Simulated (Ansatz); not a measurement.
## Solid bromine

All values below come from r²SCAN (Ansatz, a first-principles code, PAW).

Cell: relaxed at this level.

```
Item                    Result
-------------------  ---------
lattice energy       35 kJ/mol
volume per molecule   66.15 Å³
```

Note: the cell comes from a level without a dispersion term, which matters for the spacing of layers, chains or molecules.

Computed values are for the static lattice.
